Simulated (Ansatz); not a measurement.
**SiCl (doublet): wave-function methods side by side at distance Si1–Cl2 = 2.803 Å, cc-pVTZ**

Aim: climb from Hartree-Fock through coupled cluster and multireference methods for SiCl (doublet) at one geometry and basis, and see what each rung misses.

The runs use Ansatz 0.2.0, Gaussian basis; cc-pVTZ, core rule «outside noble gas», up to 10 orbitals frozen.

Plan: UHF; CCSD(T) on ROHF; CCSD(T) on UHF; BCCD(T) on ROHF; CISD as a restricted active space (open shells left free, so some higher excitations enter); CCSDT(Q) on ROHF; CCSDT(Q) on UHF; CASSCF and MRCISD+Q, 3 electrons in 3 orbitals; CASSCF and NEVPT2, 3 electrons in 3 orbitals; CASSCF and MRCISD+Q, 11 electrons in 8 orbitals; CASSCF and NEVPT4(SD), 11 electrons in 8 orbitals; CASSCF and NEVPT2, 11 electrons in 8 orbitals.

3 further runs of the same task are left out: 3 for a known fault of the program. Runs told in other sessions of the task aren't counted.

### Step 1. The system

The geometry derives from a PBE0/def2-TZVP stationary point (not a proven minimum). One bond is set to the value named and the two fragments are kept rigid.

2 atoms, charge 0, spin multiplicity 2.

Atoms are counted from 1 here; the program's logs count them from 0.

No contacts short enough for the rule that draws bonds.

### Step 2. UHF

Contents of in.yaml:

```yaml
crystal:
  periodic: [false, false, false]
  atoms:
    - {symbol: Si, position_ang: [0.000000, 0.000000, 0.000000]}
    - {symbol: Cl, position_ang: [0.000000, 0.000000, 2.803000]}
basis:
  gaussian: {orbitals: cc-pVTZ}
magnetization: {spin_polarized: true, initial_magnetization: 1}
hamiltonian: {xc: hf}
output: {orbitals: {seedname: orbitals}}
```

On the command line:

```console
> ansatz run in.yaml --threads 1 --pin off --events-out ev --progress --plain --max-ram 4096MiB --backend cpu
```

The runs that follow: CCSD(T) on ROHF; CCSD(T) on UHF; BCCD(T) on ROHF; CISD as a restricted active space (open shells left free, so some higher excitations enter); CCSDT(Q) on ROHF; CCSDT(Q) on UHF; CASSCF and MRCISD+Q, 3 electrons in 3 orbitals; CASSCF and NEVPT2, 3 electrons in 3 orbitals; CASSCF and MRCISD+Q, 11 electrons in 8 orbitals; CASSCF and NEVPT4(SD), 11 electrons in 8 orbitals; CASSCF and NEVPT2, 11 electrons in 8 orbitals.

**Question.** What will the summary of the whole plan be? Wanted: UCCSDT(Q) from the RHF energy; RMP2 from UCCSDT(Q); UMP2 from UCCSDT(Q); RCCSD from UCCSDT(Q); RCCSD(T) from UCCSDT(Q); UCCSD(T) from UCCSDT(Q); RCCSDT(Q) from UCCSDT(Q); NEVPT2 valence from UCCSDT(Q); NEVPT4(SD) valence from UCCSDT(Q).

**Answer**, as computed:

| quantity | value |
| --- | --- |
| UCCSDT(Q) from the ROHF energy | -8.4486 eV |
| RMP2 from UCCSDT(Q) | +1306.6 meV |
| UMP2 from UCCSDT(Q) | +1320.0 meV |
| RCCSD from UCCSDT(Q) | +466.0 meV |
| RCCSD(T) from UCCSDT(Q) | +79.0 meV |
| UCCSD(T) from UCCSDT(Q) | +79.5 meV |
| RCCSDT(Q) from UCCSDT(Q) | +9.0 meV |
| NEVPT2 valence from UCCSDT(Q) | +1704.5 meV |
| NEVPT4(SD) valence from UCCSDT(Q) | +221.7 meV |
| MRCISD+Q valence from UCCSDT(Q) | +145.2 meV |
| levels within 1 kcal/mol (43 meV) | RCCSDT, UCCSDT, RCCSDT(Q) |
| T1 diagnostic | 0.028 |
| effectively unpaired electrons | 1.05 |

RCCSD(T) lands +79.0 meV from the yardstick (0.9 % of the correlation energy). One determinant dominates. Of the multireference levels listed MRCISD+Q valence comes nearest in total energy (+145.2 meV), which doesn't show that its space is the better one. These misses are within one basis, not against nature; the frozen cores of restricted and unrestricted runs differ, which can shift their rows.

With open shells the CI space here admits some higher excitations, so it is larger than plain CISD.
